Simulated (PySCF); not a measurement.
Excitations are Tamm–Dancoff values on a coarser integration grid. The basis has no diffuse functions, so Rydberg states are missing or too high.

Z-matrix (Å, degrees):
```
C
H 1 1.0928
C 1 1.4281 2 116.65
H 3 1.0863 1 115.97 2 -179.97
H 3 1.1067 4 112.11 1 -124.20
H 3 1.1068 4 112.09 5 -111.67
C 1 1.4281 2 116.65 3 180.00
H 7 1.0863 1 115.96 2 -180.00
H 7 1.1068 8 112.10 1 124.16
H 7 1.1068 8 112.10 9 111.68
```
Charge +1, spin multiplicity 1.

**Question.** Give the HOMO–LUMO gap, T1 excitation (TDA) and adiabatic ionisation energy (no zero-point term) at the level PBE-D3(BJ)/def2-TZVP // PBE0-D4/def2-TZVP run with PySCF.

**Answer.** 
```
Quantity                                             Value
------------------------------------------------  --------
HOMO–LUMO gap                                      4.88 eV
T1 excitation (TDA)                                4.59 eV
adiabatic ionisation energy (no zero-point term)  17.92 eV
```
